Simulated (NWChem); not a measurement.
System: formaldehyde (CH$_{2}$O); SMILES O=C

```xyz
4

C      0.0000     0.0000     0.5276
O      0.0000     0.0000    -0.6805
H      0.0000    -0.9529     1.1393
H      0.0000     0.9529     1.1393
```
Atoms are numbered in this order, from 1.

The geometry was optimised at PBE-D3(BJ)/def2-SVP.

Symmetry labels are those of C2v in the frame above (b1 and b2, or b-type labels, depend on it). States above −ε(HOMO) = 7.9 eV lie in this functional's continuum and hang on the basis.

**Question.** List the 6 lowest vertical singlet excitations from PBE0/def2-SVPD, TDA (NWChem).

**Answer.** 
| state | energy (eV) | oscillator strength | symmetry | leading excitation (squared amplitude) |
|---|---|---|---|---|
| S1 | 3.99 | 0.000 | a2 | HOMO → LUMO (0.99) |
| S2 | 7.40 | 0.046 | b2 | HOMO → LUMO+1 (0.99) |
| S3 | 8.90 | 0.054 | b2 | HOMO → LUMO+3 (0.97) |
| S4 | 9.03 | 0.110 | a1 | HOMO → LUMO+2 (0.99) |
| S5 | 9.19 | 0.000 | b1 | HOMO−2 → LUMO (0.99) |
| S6 | 9.67 | 0.000 | a2 | HOMO → LUMO+4 (0.99) |
